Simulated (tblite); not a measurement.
Species: C5H11O (doublet state).
Atom-mapped SMILES: `[CH2:1][C@H:2]([CH3:3])[O:4][CH2:5][CH3:6]` (hydrogens: H7, H8 on C1; H9 on C2; H10, H11, H12 on C3; H13, H14 on C5; H15, H16, H17 on C6)

Cartesian coordinates in Å at the GFN2-xTB level; atoms count from 1:
```
atom  x, y, z in Å
C1    -0.6879   -0.9551    1.2337
C2    -0.8453    0.2922    0.4587
C3    -2.2668    0.3949   -0.1312
O4     0.0387    0.3747   -0.6556
C5     1.3739    0.6698   -0.3281
C6     2.1304   -0.4927    0.3075
H7    -0.8316   -0.9602    2.2964
H8    -0.6170   -1.8890    0.7110
H9    -0.6754    1.1646    1.1148
H10   -3.0041    0.3801    0.6661
H11   -2.3567    1.3190   -0.6951
H12   -2.4379   -0.4434   -0.7999
H13    1.8408    0.9464   -1.2780
H14    1.4084    1.5419    0.3452
H15    1.6111   -0.8099    1.2138
H16    3.1423   -0.1864    0.5586
H17    2.1700   -1.3349   -0.3782
```

All values are computed: GFN2-xTB (tblite) harmonic vibrations without scaling, gas phase. This tight-binding method is rough: wavenumbers can miss measured ones by several per cent, in bad cases by 10 to 20. One conformer, not necessarily the lowest. Open shells enter through the occupations alone, without spin polarisation, and single modes of such species can be off by tens of per cent.

Harmonic wavenumbers (cm⁻¹): 67.0, 139.4, 173.5, 184.8, 238.2, 287.5, 323.2, 341.0, 474.4, 507.3, 553.0, 809.1, 857.1, 915.6, 932.9, 973.2, 1029.4, 1076.9, 1095.8, 1115.5, 1146.5, 1174.1, 1264.5, 1277.0, 1323.1, 1345.0, 1370.4, 1385.7, 1388.3, 1463.0, 1467.0, 1468.7, 1483.9, 1492.9, 2803.6, 2843.2, 2950.4, 2976.4, 3040.2, 3041.9, 3047.6, 3048.4, 3056.3, 3130.8, 3180.3.

A = 6480, B = 2391, C = 1911 MHz; mass 87.081 u (most abundant isotopes); point group C1, symmetry number 1; spin multiplicity 2.

Q: Zero-point energy?

A: Half the sum of the wavenumbers: 32132 cm⁻¹ = 384.38 kJ/mol.

Q: What is S at 298.15 K and 1 bar for an ideal gas of classical rigid rotors and harmonic oscillators?

A: Translation 164.56, rotation 112.08, vibration 86.88, spin (R ln 2) 5.76: S = 369.3 J/(mol K).

Q: And Cp and H(298.15 K) − H(0)?

A: Cp = 131.74 J/(mol K), of which vibrations give 98.48 (their classical limit is 45 R = 374.2); H(298.15 K) − H(0) = 24.42 kJ/mol without the zero-point energy, 14.51 from vibrations.

Q: Blend soft modes into free rotors: weight 1/[1 + (100 cm⁻¹/ν̃)⁴] for the oscillator and the rest for a rotor with moment μB/(μ + B), μ = h/(8π²ν), B = 10⁻⁴⁴ kg m². What vibrational entropy results?

A: 83.23 J/(mol K) in place of 86.88, which changes −T·S at 298.15 K by +1.09 kJ/mol.

Q: How do the functions run with temperature in this model?

A: 
| T (K) | S (J/(mol K)) | Cp (J/(mol K)) | H − H(0) (kJ/mol) | G − H(0) (kJ/mol) | ln q(vib) |
| --- | --- | --- | --- | --- | --- |
| 100 | 266.5 | 66.7 | 4.66 | -21.99 | 0.85 |
| 200 | 323.6 | 100.0 | 13.08 | -51.63 | 2.68 |
| 300 | 370.1 | 132.4 | 24.67 | -86.36 | 4.63 |
| 500 | 453.3 | 197.0 | 57.81 | -168.86 | 8.58 |
| 800 | 561.9 | 264.6 | 127.87 | -321.62 | 14.44 |
| 1000 | 624.3 | 295.1 | 183.98 | -440.35 | 18.16 |

q(vib) and H(0) count from the zero-point level.

Hindered rotation and anharmonicity are outside this model. Other conformers, if any are populated, would add a mixing term that is left out. The structure is chiral; the term R ln 2 for an equal mix with its mirror image is left out.

Hardware: an Arm Neoverse N1 with one thread, no GPU, shared host with 64 logical CPUs at a one-minute load of 42. Cost: 0.6 s wall. This covers the Hessian and the dipole derivatives.
